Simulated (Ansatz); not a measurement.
## What a trial cell of Os relaxes into

Computed with DFT PBEsol, scalar-relativistic, plane waves, PAW (Ansatz 0.2.0). Cutoff 420 eV, Γ-centred k mesh, Gaussian smearing, no spin polarisation in the final step.

Os was placed on the beta-tin structure type (I4_1/amd, No. 141), at a guessed volume.

```
Os
1.0
    -2.36882    2.36882    1.29223
     2.36882   -2.36882    1.29223
     2.36882    2.36882   -1.29223
Os
2
Cartesian
  0.0000 0.0000 0.0000
  0.0000 2.3688 0.6461
```

Cell and atoms relax at zero pressure; the relaxation can't lower the symmetry of the start. After a coarse first stage the cell is made exact in the group found at 0.06 Å.

Energies count from the standard state of Os at the same level.

(1) What does it relax into?

(2) What are its volume, energy, density and gap?

## Answers

(1) It keeps I4_1/amd (No. 141). The result has the beta-tin structure. Conventional cell: a = 4.831 Å, c = 2.682 Å. Around Os lie 4 Os at 2.51 Å and 2 Os at 2.68 Å.

```xyz
2
Lattice="-2.4154 2.4154 1.3410 2.4154 -2.4154 1.3410 2.4154 2.4154 -1.3410" Properties=species:S:1:pos:R:3 pbc="T T T"
Os    0.0000    0.0000    0.0000
Os    0.0000    2.4154    0.6705
```

(2) The volume per atom is 15.65 Å³, the density is 20.19 g/cm³ and the energy over the standard structure is 1.29 eV/atom. The gap on the 24×24×24 mesh is 0 eV (a metal).

The final run used a 24×24×24 mesh on its 2-atom cell and 0.10 eV smearing. For metals, differences of a few meV/atom aren't resolved. Spin–orbit coupling is left out. A structure relaxed within its symmetry needn't be a true minimum.